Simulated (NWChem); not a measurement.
Program: NWChem. System: dimethylamine (C₂H₇N), charge 0, spin multiplicity 1, at a geometry optimised with PBE0/def2-SVP. Level: r2SCAN/def2-TZVP.

The NWChem input:

```
start mol
memory heap 200 mb stack 900 mb global 1100 mb
geometry units angstroms nocenter noautoz
  C      0.018377     0.216735    -1.207262
  N     -0.140010    -0.551445     0.000000
  C      0.018377     0.216735     1.207262
  H      0.986118     0.762439    -1.288612
  H     -0.781513     0.973295    -1.278620
  H     -0.075380    -0.436074    -2.088621
  H      0.501100    -1.340025     0.000000
  H      0.986118     0.762439     1.288612
  H     -0.075380    -0.436074     2.088621
  H     -0.781513     0.973295     1.278620
  symmetry group Cs
end
basis spherical
  * library def2-tzvp
end
dft
  xc r2scan
  semidirect memsize 60000000 filesize 0
  iterations 100
  grid fine
end
task dft energy
```

NWChem printed:

```
             Northwest Computational Chemistry Package (NWChem) 7.3.0
             --------------------------------------------------------

                                NWChem Input Module
                                -------------------

 Scaling coordinates for geometry "geometry" by  1.889725989
 (inverse scale =  0.529177249)

 Turning off AUTOSYM since
 SYMMETRY directive was detected!

                             Geometry "geometry" -> ""
                             -------------------------

 Output coordinates in angstroms (scale by  1.889725989 to convert to a.u.)

  No.       Tag          Charge          X              Y              Z
 ---- ---------------- ---------- -------------- -------------- --------------
    1 C                    6.0000     0.01837700     0.21673500    -1.20726200
    2 N                    7.0000    -0.14001000    -0.55144500     0.00000000
    3 C                    6.0000     0.01837700     0.21673500     1.20726200
    4 H                    1.0000     0.98611800     0.76243900    -1.28861200
    5 H                    1.0000    -0.78151300     0.97329500    -1.27862000
    6 H                    1.0000    -0.07538000    -0.43607400    -2.08862100
    7 H                    1.0000     0.50110000    -1.34002500     0.00000000
    8 H                    1.0000     0.98611800     0.76243900     1.28861200
    9 H                    1.0000    -0.07538000    -0.43607400     2.08862100
   10 H                    1.0000    -0.78151300     0.97329500     1.27862000

 Effective nuclear repulsion energy (a.u.)      84.2929050501

            Nuclear Dipole moment (a.u.)
            ----------------------------
        X                 Y               Z
 ---------------- ---------------- ----------------
     0.0000075589    -0.0000000000     0.0000000000

      Symmetry information
      --------------------

 Group name             Cs
 Group number              2
 Group order               2
 No. of unique centers     6

      Symmetry unique atoms

     1    2    4    5    6    7


 Summary of "ao basis" -> "" (spherical)
[...]
              MO Center= -9.4D-02, -3.0D-01,  6.2D-15, r^2= 2.0D+00
   Bfn.  Coefficient  Atom+Function         Bfn.  Coefficient  Atom+Function
  ----- ------------  ---------------      ----- ------------  ---------------
    37      0.357252   2 N  px               40      0.304372   2 N  px
    43      0.274178   2 N  px               96     -0.166634   4 H  s
   120     -0.166634   8 H  s                44      0.157204   2 N  py
    35     -0.139907   2 N  s                95     -0.136148   4 H  s
   119     -0.136148   8 H  s                38      0.132712   2 N  py

 Vector   14  Occ=0.000000D+00  E= 4.268852D-02  Symmetry=a'
              MO Center=  4.9D-01, -4.1D-01, -5.1D-14, r^2= 5.8D+00
   Bfn.  Coefficient  Atom+Function         Bfn.  Coefficient  Atom+Function
  ----- ------------  ---------------      ----- ------------  ---------------
     5      1.486277   1 C  s                67      1.486277   3 C  s
   114     -1.016940   7 H  s                36      0.963527   2 N  s
    96     -0.799239   4 H  s               120     -0.799239   8 H  s
   108     -0.732697   6 H  s               126     -0.732697   9 H  s
   102     -0.709227   5 H  s               132     -0.709227  10 H  s

 Vector   15  Occ=0.000000D+00  E= 8.228381D-02  Symmetry=a'
              MO Center=  7.9D-02,  2.4D-01, -3.1D-15, r^2= 6.8D+00
   Bfn.  Coefficient  Atom+Function         Bfn.  Coefficient  Atom+Function
  ----- ------------  ---------------      ----- ------------  ---------------
    36     -1.886314   2 N  s                 5      1.840530   1 C  s
    67      1.840530   3 C  s               114      1.106591   7 H  s
   102     -1.100480   5 H  s               132     -1.100480  10 H  s
    96     -0.954842   4 H  s               120     -0.954842   8 H  s
    43     -0.385553   2 N  px                4      0.223592   1 C  s

 Vector   16  Occ=0.000000D+00  E= 9.659574D-02  Symmetry=a"
              MO Center=  1.8D-01,  4.8D-01,  3.9D-14, r^2= 8.0D+00
   Bfn.  Coefficient  Atom+Function         Bfn.  Coefficient  Atom+Function
  ----- ------------  ---------------      ----- ------------  ---------------
     5      3.084395   1 C  s                67     -3.084395   3 C  s
    96     -1.292050   4 H  s               120      1.292050   8 H  s
   102     -1.239744   5 H  s               132      1.239744  10 H  s
   108     -0.947132   6 H  s               126      0.947132   9 H  s
    45      0.593237   2 N  pz                4      0.244072   1 C  s

 center of mass
 --------------
 x =  -0.03162395 y =  -0.05247256 z =  -0.00000000

 moments of inertia (a.u.)
 ------------------
         217.977333867197          -1.884102152137           0.000000000000
          -1.884102152137         193.339280793479           0.000000000000
           0.000000000000           0.000000000000          51.247230965868

     Multipole analysis of the density
     ---------------------------------

     L   x y z        total         alpha         beta         nuclear
     -   - - -        -----         -----         ----         -------
     0   0 0 0     -0.000000    -13.000000    -13.000000     26.000000

     1   1 0 0      0.343782      0.171887      0.171887      0.000008
     1   0 1 0      0.000213      0.000106      0.000106     -0.000000
     1   0 0 1     -0.000000     -0.000000     -0.000000      0.000000

     2   2 0 0    -16.278826    -14.513977    -14.513977     12.749129
     2   1 1 0     -1.523966     -0.699365     -0.699365     -0.125236
     2   1 0 1     -0.000000     -0.000000     -0.000000      0.000000
     2   0 2 0    -15.229978    -21.766315    -21.766315     28.302651
     2   0 1 1     -0.000000     -0.000000     -0.000000      0.000000
     2   0 0 2    -14.830628    -65.990114    -65.990114    117.149600

 Task  times  cpu:       19.5s     wall:       19.5s

 Total times  cpu:       19.6s     wall:       19.6s
```
